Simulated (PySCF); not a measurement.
A side-by-side comparison of computed properties.

First species: 3-hexyne, C₆H₁₀.
Atom-mapped SMILES: `[CH3:1][CH2:2][C:3]#[C:4][CH2:5][CH3:6]` (hydrogens: H7, H8, H9 on C1; H10, H11 on C2; H12, H13 on C5; H14, H15, H16 on C6)

Second species: Cyclohexene, C6H10.
Cartesian coordinates in Å at the GFN2-xTB level; atoms count from 1:
```xyz
16
C6H10 angstrom
C     -0.0092    1.5016    0.3412
C      1.1864    0.9400    0.2834
C      1.4042   -0.5085   -0.0301
C      0.1591   -1.1372   -0.6504
C     -1.0722   -0.7527    0.1624
C     -1.2855    0.7574    0.0934
H     -0.1106    2.5554    0.5634
H      2.0768    1.5220    0.4800
H      2.2574   -0.6141   -0.7052
H      1.6624   -1.0340    0.8961
H      0.0393   -0.7743   -1.6735
H      0.2682   -2.2232   -0.6876
H     -0.9220   -1.0517    1.2022
H     -1.9558   -1.2720   -0.2145
H     -2.0382    1.0666    0.8234
H     -1.6678    1.0337   -0.8958
```

Levels: PBE0/pcSseg-1 for dipole moment, HOMO energy, LUMO energy and HOMO–LUMO gap; GFN2-xTB for rotational constant A and rotational constant C. Geometries: GFN2-xTB. Each structure is a single optimised conformer of the isolated species, non-relativistic unless stated; the electronic structure was computed with PySCF and density fitting.

Which of the two has the higher HOMO energy, and by how much?

The second: -6.93 eV against -7.13 eV, a difference of 0.20 eV.

Which has the higher HOMO–LUMO gap?

The first: 8.45 eV against 7.65 eV, a difference of 0.80 eV.

Which has the higher rotational constant C?

The second: 2.607 GHz against 1.300 GHz, a difference of 1.307 GHz.

Which has the higher rotational constant A?

The first: 10.992 GHz against 4.807 GHz, a difference of 6.185 GHz.

Which of the two has the higher LUMO energy, and by how much?

The first: 1.32 eV against 0.72 eV, a difference of 0.60 eV.

Which of the two has the higher dipole moment, and by how much?

The second: 0.31 D against 0.10 D, a difference of 0.21 D.

On the second: The dipole matches unit charges of opposite sign 0.06 Å apart (1 e·Å = 4.8032 D). Point group C2 permits a dipole; with 0.31 D the species has a pure rotational spectrum.
